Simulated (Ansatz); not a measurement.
**COF2 (singlet): from Hartree-Fock to the top rungs, STO-3G**

An exercise on one series of results from a longer session: the logs are not shown, and one member is left open.

The runs use Ansatz 0.2.0, Gaussian basis; STO-3G, core rule «outside noble gas», up to 4 orbitals frozen.

Plan: UHF; CCSD(T) on RHF; BCCD(T) on RHF; CISD; CCSDT(Q) on RHF; CISDTQ; CCSDTQ on RHF; CASSCF and MRCISD+Q, 18 electrons in 13 orbitals; CASSCF and NEVPT2, 18 electrons in 13 orbitals; Full CI.

17 further runs of the same task are left out: 17 set aside as unsound or not needed.

## What is computed

The geometry is an MP2(full)/6-31G* stationary point (not a proven minimum).

4 atoms, charge 0, spin multiplicity 1.

Atoms are counted from 1 here; the program's logs count them from 0.

Bond lengths: O1–C2 1.186 Å, C2–F3 1.326 Å, C2–F4 1.326 Å. Angles: O1–C2–F3 126.2°, O1–C2–F4 126.2°, F3–C2–F4 107.5°.

Set-up of the first run:

File in.yaml:

```yaml
crystal:
  periodic: [false, false, false]
  atoms:
    - {symbol: O, position_ang: [0.000000, 0.000000, 1.350051]}
    - {symbol: C, position_ang: [0.000000, 0.000000, 0.163694]}
    - {symbol: F, position_ang: [0.000000, 1.069490, -0.620212]}
    - {symbol: F, position_ang: [0.000000, -1.069490, -0.620212]}
basis:
  gaussian: {orbitals: STO-3G}
magnetization: {spin_polarized: true, initial_magnetization: 0}
hamiltonian: {xc: hf}
output: {orbitals: {seedname: orbitals}}
```

Run with:

```sh
$ ansatz run in.yaml --threads 1 --pin off --events-out ev --progress --plain --max-ram 3956MiB --backend cpu
```

Among the steps run: UHF; CCSD(T) on RHF; BCCD(T) on RHF; CISD; CCSDT(Q) on RHF; CISDTQ; CCSDTQ on RHF; CASSCF and MRCISD+Q, 18 electrons in 13 orbitals; CASSCF and NEVPT2, 18 electrons in 13 orbitals; Full CI.

One table of the session follows, with a row left open; its other results are not shown here.

```
          method  from FCI (kJ/mol)
             RHF             +471.0
            RMP2                  ?
            CISD              +46.9
           RCCSD              +27.7
        RCCSD(T)               +4.2
         BCCD(T)               +3.6
          RCCSDT               +0.5
          CISDTQ               +2.1
       RCCSDT(Q)               -0.2
         RCCSDTQ                0.0
  CASSCF valence              +13.7
  NEVPT2 valence               +4.4
  MRCISD valence               +0.4
MRCISD+Q valence               +0.3
             FCI                  0
```

**Question.** Estimate the row for RMP2.

The run gave: from FCI (kJ/mol): +77.6. In the column «from FCI (kJ/mol)» it lies between CISD (+46.9) and RHF (+471.0).
